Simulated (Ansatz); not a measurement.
Input file for Ansatz (a program for electronic structure): U-B3LYP/def2-TZVPP on SiH2 (SMILES [SiH2], charge +1), 2S+1 = 2, atoms moved off the minimum. Charge +1.

Ansatz 0.2 input:
```yaml
crystal:
  periodic: [false, false, false]
  atoms:
    - {symbol: Si, position_ang: [0.00300933, -0.04966391, -0.29077804]}
    - {symbol: H, position_ang: [-1.18783799, -0.70378549, 0.24986906]}
    - {symbol: H, position_ang: [1.40473307, -0.74214997, -0.05154263]}
basis:
  gaussian:
    orbitals: def2-TZVPP
hamiltonian:
  xc: {name: B3LYP}
total_charge: 1
magnetization: {spin_polarized: true, initial_magnetization: 1}
output: {forces: true}
```

The log:

```
WARN ansatz: RAYON_NUM_THREADS=1 ignored (pool sized by the plan → 1); use --threads N
Functional definition: B3LYP
integrals: 0.01 GiB planned
409 factors; their error is unknown
mean field: 0.16 GiB planned
mean field evaluation 1: about -7899.0226 eV, gradient 9.6e0 eV
mean field evaluation 2: about -7899.5408 eV, gradient 4.4e0 eV
mean field evaluation 4: about -7899.6470 eV, gradient 1.8e-1 eV
mean field evaluation 8: about -7899.6553 eV, gradient 2.4e-3 eV
mean field -7899.65530500 eV, -290.3069778802 hartree, gradient 2.0e-5 eV, S^2 0.752629; 0 other end points of the search recorded, 0 dependent functions left out
the calculation of the forces begins
reference -7899.65549651 eV, -290.3069849180 hartree; 8, 7 occupied and 62, 63 virtual orbitals, 409 factors
Total energy: -7899.65549651 eV, -290.3069849180 hartree
Atom 0 at     0.003009    -0.049664    -0.290778 Å, force     1.554861    -0.392462     0.040439 eV/Å
Atom 1 at    -1.187838    -0.703785     0.249869 Å, force    -0.443180    -0.196558     0.173138 eV/Å
Atom 2 at     1.404733    -0.742150    -0.051543 Å, force    -1.111681     0.589021    -0.213577 eV/Å
Dipole moment:    -0.000382     0.007073    -0.004187 e Å
```

Self-consistency was reached.

Cost: very roughly 0.5 core-seconds.
